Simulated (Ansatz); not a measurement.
Ansatz (an electronic-structure program) input (CCSD(T)/cc-pV(D+d)Z): A basis named .json is the Basis Set Exchange file of that set (core-valence sets with the plain set on hydrogen).

Ansatz 0.2 input:
```yaml
crystal:
  periodic: [false, false, false]
  atoms:
    - {symbol: S, position_ang: [-0.00000000, -0.00000000, -0.07925565]}
    - {symbol: H, position_ang: [0.00000000, 0.00000000, 1.26809037]}
basis:
  gaussian:
    orbitals: cc-pV_D+d_Z.json
magnetization: {spin_polarized: true, initial_magnetization: 1}
correlation: {method: ccsd_t, frozen_orbitals: {H: 0, S: 1}}
```

Output:

```
Functional definition: HF
integrals: 0.01 GiB planned
274 factors; integrals over basis functions are off by at most 7.9e-4 eV
mean field: 0.05 GiB planned
mean field evaluation 1: about -10832.2434 eV, gradient 6.4e0 eV
mean field evaluation 2: about -10832.2494 eV, gradient 6.4e0 eV
mean field evaluation 4: about -10832.6069 eV, gradient 7.7e-1 eV
mean field evaluation 8: about -10832.6132 eV, gradient 2.0e-3 eV
mean field evaluation 16: about -10832.6030 eV, gradient 1.9e-1 eV
mean field evaluation 32: about -10832.6123 eV, gradient 2.7e-1 eV
mean field -10832.61318992 eV, -398.0911921208 hartree, gradient 3.5e-6 eV, S^2 0.759768; 2 other end points of the search recorded, 0 dependent functions left out
1 core orbitals not correlated
reference -10832.61318992 eV, -398.0911921208 hartree; 8, 7 occupied and 19, 20 virtual orbitals, 274 factors
second order -4.55766371 eV of doubles, -0.00000000 eV of singles
coupled cluster: 0.06 GiB planned
cycle   1  -4.97023760 eV  change   -4.1e-1 eV  update   4.2e-2
cycle   2  -5.11100322 eV  change   -1.4e-1 eV  update   1.5e-2
cycle   3  -5.11719893 eV  change   -6.2e-3 eV  update   3.4e-3
cycle   4  -5.11780955 eV  change   -6.1e-4 eV  update   9.2e-4
cycle   5  -5.11768663 eV  change    1.2e-4 eV  update   3.4e-4
cycle   6  -5.11769720 eV  change   -1.1e-5 eV  update   8.9e-5
cycle   7  -5.11771154 eV  change   -1.4e-5 eV  update   2.3e-5
cycle   8  -5.11770818 eV  change    3.4e-6 eV  update   6.7e-6
perturbative correction -0.08076984 eV, -0.0029682370 hartree
Total energy: -10837.81166795 eV, -398.2822326644 hartree
```
